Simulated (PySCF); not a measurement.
Task: Write Cartesian coordinates for 1,3,4-thiadiazole, `c1scnn1` as optimised with PBE0-D3(BJ)/def2-TZVP.

Result: 
```
atom  x, y, z in Å
C1     0.6896    0.2174    0.0902
N2     0.2190   -0.8309    0.6875
N3    -1.1315   -0.8364    0.7383
C4    -1.6538    0.2079    0.1778
S5    -0.5092    1.3040   -0.4702
H6     1.7470    0.3956   -0.0453
H7    -2.7196    0.3773    0.1219
```

Any rigid rotation of these coordinates is as good. Atoms count from 1 in this order. N2 (pyridine-type nitrogen) is bent (angle 112.6°). The 5-membered ring C1–N2–N3–C4–S5 has internal angles of 86.4° to 114.2°; it is planar, 0.00 Å rms from its mean plane, widest ring torsion 0°. The 5 heavy atoms lie in one plane (0.000 Å rms).

Bonds between heavy atoms (Å): C1–N2 1.295, N2–N3 1.352, N3–C4 1.295, C4–S5 1.712, C1–S5 1.712.

Theory: PBE0-D3(BJ)/def2-TZVP geometry optimisation, gas phase in PySCF.

Point group: C2v (tolerance 0.08 Å). Not checked by PBE0-D3(BJ)/def2-TZVP frequencies.

Time: 88 s; peak memory 0.73 GiB. Hardware: one thread of an Arm Neoverse N1, no GPU, shared host. That covers the optimisation of the geometry.
